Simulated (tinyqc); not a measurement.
Pariser-Parr-Pople SCF with singles CI, for the molecule C=C(N)O (SMILES; centres numbered as the heavy atoms are written), step by step. Computed by tinyqc, a small Python program that keeps every step. Settings: charge = 0, gamma = Ohno, start = core, damping = 0, iteration cap = 67, excitations kept = 9. Command: `OMP_NUM_THREADS=1 python tinyqc.py 26334 26335 out.jsonl` (the two numbers bound the seeds that draw the settings). One thread of a shared host (Intel(R) Xeon(R) Processor @ 2.60GHz), about 0.01 s of CPU time with the checks. Later iterations appear only in the table of the cycle.

## PPP integrals

Centres (angstrom, eV; a flat drawing with bonds scaled to 1.40 angstrom):
```
centre        x        y  core charge z        W  gamma_rr
1C      -1.2120  -0.7000              1  11.1600   11.1300
2C       0.0000   0.0000              1  11.1600   11.1300
3N       1.2120  -0.7000              2  25.6000   16.8000
4O       0.0000   1.4000              2  33.0000   21.5000
```

Resonance integrals (eV):
```
i  j     beta
1  2  -2.3900
2  3  -2.2400
2  4  -2.2400
```

Ohno: gamma = 14.399645/sqrt(R^2 + a^2), a = 2 x 14.399645/(gamma_rr + gamma_ss); H_rr = -W_r - sum_(s != r) z_s gamma_rs; H_rs = beta for bonds.

repulsion gamma_rs (eV), lower triangle:
```
         1C       2C       3N       4O
1C  11.1300
2C   7.5550  11.1300
3N   5.4664   8.2831  16.8000
4O   5.5806   8.7008   5.6723  21.5000
```

core matrix H (eV), lower triangle:
```
          1C        2C        3N        4O
1C  -40.8090
2C   -2.3900  -52.6827
3N    0.0000   -2.2400  -50.6942
4O    0.0000   -2.2400    0.0000  -58.6260
```

## Starting guess

pi electrons, sum of z_r less the charge = 6

Orbitals of the core matrix H.

P at the start, lower triangle:
```
         1C      2C       3N      4O
1C   0.0861
2C   0.3940  1.9189
3N  -0.0851  0.0175   1.9962
4O  -0.0482  0.0099  -0.0021  1.9988
```

## Iteration 1: Fock matrix

F_rr = H_rr + P_rr gamma_rr / 2 + sum_(s != r) P_ss gamma_rs; F_rs = H_rs - P_rs gamma_rs / 2; E = tr P (H + F) / 2 + core repulsion sum_(r<s) z_r z_s gamma_rs.

F (eV), lower triangle:
```
         1C       2C       3N       4O
1C  -3.7661
2C  -3.8785  -7.4277
3N   0.2325  -2.3125  -6.2232
4O   0.1345  -2.2832   0.0061  -8.6396
```

pi energy = -99.9410 eV

## Iteration 1: orbitals and new P

Diagonalise F (the basis is taken as orthonormal) and form P = 2 sum c c over the lowest orbitals.

orbital energies (eV): -11.7604  -7.8600  -5.7946  -0.6416

P after iteration 1, lower triangle:
```
         1C      2C       3N      4O
1C   0.8829
2C   0.8664  1.3281
3N  -0.4058  0.3147   1.8526
4O  -0.2664  0.2066  -0.0968  1.9365
```

## Iteration 2: Fock matrix

As before.

F (eV), lower triangle:
```
         1C       2C       3N        4O
1C  -4.9286
2C  -5.6628  -6.4279
3N   1.1091  -3.5434  -8.3214
4O   0.7434  -3.1389   0.2745  -10.8184
```

pi energy = -105.6231 eV

## Iteration 2: orbitals and new P

As before.

orbital energies (eV): -13.8053  -10.1413  -8.2589  1.7090

P after iteration 2, lower triangle:
```
         1C      2C       3N      4O
1C   1.1710
2C   0.8572  1.1137
3N  -0.4019  0.4156   1.8051
4O  -0.2728  0.2821  -0.1323  1.9102
```

## Iteration 3: Fock matrix

As before.

F (eV), lower triangle:
```
         1C       2C       3N        4O
1C  -5.3510
2C  -5.6281  -6.0659
3N   1.0986  -3.9613  -9.0701
4O   0.7612  -3.4671   0.3751  -11.6273
```

pi energy = -106.2332 eV

## Iteration 3: orbitals and new P

As before.

orbital energies (eV): -14.4678  -10.8834  -8.6199  1.8568

P after iteration 3, lower triangle:
```
         1C      2C       3N      4O
1C   1.2538
2C   0.8431  1.0475
3N  -0.3899  0.4405   1.7963
4O  -0.2697  0.3048  -0.1410  1.9025
```

## Convergence

Stop when output and input P, before any damping, agree to 1e-7.

Course of the cycle:
```
iteration       E (eV)  largest |P(out) - P(in)|
1           -99.940973                  7.97e-01
2          -105.623062                  2.88e-01
3          -106.233205                  8.28e-02
4          -106.289358                  2.58e-02
5          -106.295265                  8.34e-03
6          -106.295929                  2.73e-03
7          -106.296006                  9.15e-04
8          -106.296015                  3.24e-04
9          -106.296016                  1.16e-04
10         -106.296017                  4.17e-05
11         -106.296017                  1.52e-05
12         -106.296017                  5.55e-06
13         -106.296017                  2.05e-06
14         -106.296017                  7.62e-07
15         -106.296017                  2.85e-07
16         -106.296017                  1.08e-07
17         -106.296017                  4.07e-08
```

Converged in 17 iterations.

## Converged orbitals

Charges are z - P_rr.

orbital energies (eV): -14.7634  -11.2007  -8.6917  1.8387

coefficients:
```
       MO1      MO2      MO3      MO4
1C  0.2685  -0.2420   0.7179  -0.5950
2C  0.6021  -0.2725   0.2649   0.7021
3N  0.3567  -0.6301  -0.6110  -0.3200
4O  0.6619   0.6857  -0.2028  -0.2250
```

pi charges: 1C -0.2920, 2C -0.0140, 3N 0.2048, 4O 0.1012

## Singles CI, singlets

Over the 3 single excitations with the smallest orbital gaps: A = (e_a - e_i) delta + 2 (ia|jb) - (ij|ab), with (pq|rs) = sum c_mp c_mq gamma_mn c_nr c_ns. f = 2/3 w |mu|^2 in atomic units, mu = sqrt2 sum c_ia sum_m c_mi c_ma R_m.

singlet CI matrix (eV), lower triangle:
```
         3>4     2>4     1>4
3>4   5.4064
2>4  -0.0388  6.9381
1>4   0.0196  0.0879  9.4880
```

singlet excitation energies (eV): 5.4053  6.9361  9.4912

oscillator strengths: 0.5838  0.2627  0.0078

## Singles CI, triplets

Over the 3 single excitations with the smallest orbital gaps: A = (e_a - e_i) delta - (ij|ab), with (pq|rs) = sum c_mp c_mq gamma_mn c_nr c_ns.

triplet CI matrix (eV), lower triangle:
```
         3>4     2>4     1>4
3>4   2.1605
2>4   0.1735  4.9228
1>4  -0.3321  0.3067  8.0655
```

triplet excitation energies (eV): 2.1289  4.9082  8.1117
